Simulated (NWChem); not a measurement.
# HNO3 (peroxynitrous acid) at CCSD(2)_T/6-31G

What is the vertical singlet–triplet gap of HNO3 (peroxynitrous acid) at CCSD(2)_T/6-31G? 

The results are computed with NWChem 7.3.0.

### Step 1. The molecule

HNO3 has 5 atoms, charge 0, and is taken as a singlet. As SMILES, `O=NOO`. Geometry: relaxed at GFN2-xTB. This is one conformer, not always the lowest.

Bond lengths: O1–N2 1.201 Å, N2–O3 1.273 Å, O3–O4 1.436 Å, O4–H5 0.984 Å. Angles: O1–N2–O3 119.9°, N2–O3–O4 119.3°, O3–O4–H5 102.4°.

### Step 2. A single-point energy at CCSD(2)_T/6-31G

mol.nw reads:

```
start mol
title "HNO3 energy"
memory stack 880 mb heap 220 mb global 1100 mb
charge 0

geometry units angstrom noautosym nocenter noautoz
 O        0.065910      -0.913420       1.047340
 N       -0.887330      -0.616080       0.379900
 O       -0.768700       0.249290      -0.545570
 O        0.510450       0.860430      -0.776300
 H        1.079670       0.419780      -0.105350
end

basis spherical bse
 O library 6-31G
 N library 6-31G
 H library 6-31G
end

scf
 maxiter 60
 noprint "final vectors analysis"
end

tce
 scf
 ccsd(2)_t
 freeze core 4
 maxiter 100
end

task tce
```

The run is started by

```
nwchem mol.nw > mol.out
```

The program printed:

```text
[...]
  functions       =    38
[...]
  wavefunction    = RHF
[...]
         Total SCF energy =   -279.229385951898
      One-electron energy =   -627.343886405276
      Two-electron energy =    224.745353397301
 Nuclear repulsion energy =    123.369147056078
        Time for solution =      0.9s
[...]
         Wavefunction type : Restricted Hartree-Fock
          No. of electrons :    32
[...]
         Spin multiplicity : singlet
[...]
 CCSD total energy / hartree       =      -279.737514517217164
[...]
 CCSD(2)_T total energy / hartree       =      -279.754785551913642
[...]
```

It took 15 s on 1 thread of Intel Xeon 6975P-C (Granite Rapids), shared host; peak memory 0.67 GiB.

### Step 3. The triplet, same level

work.nw reads:

```
start work
title "peroxynitrous acid"
memory stack 880 mb heap 220 mb global 1100 mb

geometry units atomic noautosym nocenter noautoz
 O      0.12455185    -1.72611364     1.97918576
 N     -1.67681068    -1.16422247     0.71790695
 O     -1.45263247     0.47108983    -1.03097788
 O      0.96461070     1.62597705    -1.46699439
 H      2.04028060     0.79326923    -0.19908265
end

basis spherical bse
 * library 6-31G
end

scf
 triplet
 uhf
 maxiter 80
end

tce
 scf
 ccsd(2)_t
 freeze core 4
 maxiter 100
end

task tce
```

The run is started by

```
nwchem work.nw > work.out
```

The program printed:

```text
[...]
  functions       =    38
[...]
  wavefunction    = UHF
[...]
         Total SCF energy =   -279.170634953927
      One electron energy =   -627.569345408042
      Two electron energy =    225.029572249938
 Nuclear repulsion energy =    123.369138204177
                       Sz =      1.0000
                 Sz(Sz+1) =      2.0000
                      S^2 =      2.0324
[...]
         Wavefunction type : Unrestricted Hartree-Fock
          No. of electrons :    32
[...]
         Spin multiplicity : triplet
[...]
 CCSD total energy / hartree       =      -279.631491182058483
[...]
 CCSD(2)_T total energy / hartree       =      -279.642569398616502
[...]
```

Wall time 27 s (1 thread of Intel Xeon 6975P-C (Granite Rapids), shared host); peak memory 0.74 GiB.

### Step 4. Results

At CCSD(2)_T/6-31G, 4 core orbitals frozen:

```
                                                           quantity          value
                                              singlet: total energy  -279.75479 Eh
               singlet: correlation energy (4 core orbitals frozen)     -525.4 mEh
                                              triplet: total energy  -279.64257 Eh
triplet: HOMO energy (Hartree–Fock orbitals) (highest over α and β)      -11.63 eV
 triplet: LUMO energy (Hartree–Fock orbitals) (lowest over α and β)       -0.14 eV
               triplet: correlation energy (4 core orbitals frozen)     -471.9 mEh
                         triplet: ⟨S²⟩ of the reference determinant          2.032
                   vertical energy of the triplet above the singlet       3.054 eV
```

**Reading.** At this shape the triplet lies 3.05 eV (295 kJ/mol) above the singlet. Mulliken charges (singlet) of the mean-field density run from -0.42 on O1 to +0.54 on N2; they depend strongly on the basis. Mulliken charges (triplet) of the mean-field density run from -0.33 on O4 to +0.45 on H5.
